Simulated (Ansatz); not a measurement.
C3H3FO, SMILES `FC1=COC1`, relaxed with RKS PBE0-D4/def2-TZVP in Ansatz 0.2.0 from a PBE-D4/def2-SVP geometry. The force threshold is 0.005 eV/Å; the program also tests the step.

Charge 0, multiplicity 1.

Start:

```xyz
8

F    -0.363   -2.036    0.433
C    -0.024   -0.767    0.229
C     0.993    0.060    0.553
O     0.477    1.192   -0.101
C    -0.676    0.375   -0.507
H     1.948    0.087    1.094
H    -0.738    0.304   -1.613
H    -1.618    0.786   -0.087
```

```
step  energy (eV)  largest force (eV/Å)  largest move (Å)
   1   -7915.9460                 0.926             0.000
   2   -7915.9888                 0.194             0.023
   3   -7915.9926                 0.028             0.010
   4   -7915.9927                 0.011             0.001
   5   -7915.9927                 0.002             0.000
```

End:

```xyz
8

F    -0.353   -2.009    0.431
C    -0.019   -0.752    0.226
C     0.983    0.057    0.548
O     0.471    1.182   -0.101
C    -0.674    0.374   -0.506
H     1.921    0.076    1.082
H    -0.730    0.299   -1.593
H    -1.598    0.774   -0.086
```

Run time 16 s (2 threads of an Arm Neoverse V2 on a shared host); peak host memory 0.34 GiB.
